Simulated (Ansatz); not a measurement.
We consider PbO (Pbcm, No. 57), described by PBEsol (Ansatz, a quantum-chemistry and plane-wave program, plane waves, PAW).

Run with plane-wave cutoff 520 eV, 8×6×6 k mesh (along the axes of the cell as run), Fermi–Dirac smearing 0.01 eV, scalar-relativistic PAW data made under PBE.

Energies at three volumes about the minimum:

```tsv
V (Å³/atom)	E − E_lowest (meV/atom)
18.992	0.49
19.380	0.00
19.768	0.37
```

Problem. Fit a parabola by hand: where is the minimum, and what is the bulk modulus?

Solution. Slopes: (0.00 − 0.49)/(19.380 − 18.992) = -1.263 and (0.37 − 0.00)/(19.768 − 19.380) = 0.954 meV/Å³. Curvature E″ = 2 × (0.954 − (-1.263))/(19.768 − 18.992) = 5.714 meV/Å⁶. From the middle of the first interval, the slope vanishes at V0 = 19.1860 − (-1.263)/5.714 = 19.407 Å³/atom. B = V0 E″ = 19.407 × 5.714 meV/Å³ × 0.1602 GPa per meV/Å³ = 17.8 GPa. The full Birch–Murnaghan fit to all volumes gives V0 = 19.390 Å³/atom and B0 = 17.5 GPa.

Shape and atoms are relaxed at each volume.

Measured, for comparison: equilibrium volume per atom 19.22 Å³/atom (temperature not stated, no zero-point or thermal correction, from a published cell, temperature and pressure not stated; as tabulated in doi:10.1107/S0108270185007454). Computed less measured: equilibrium volume per atom +0.9 %.

Note: the cell has widely spaced layers and the level no dispersion term, so their spacing and the moduli can rest on weak binding.
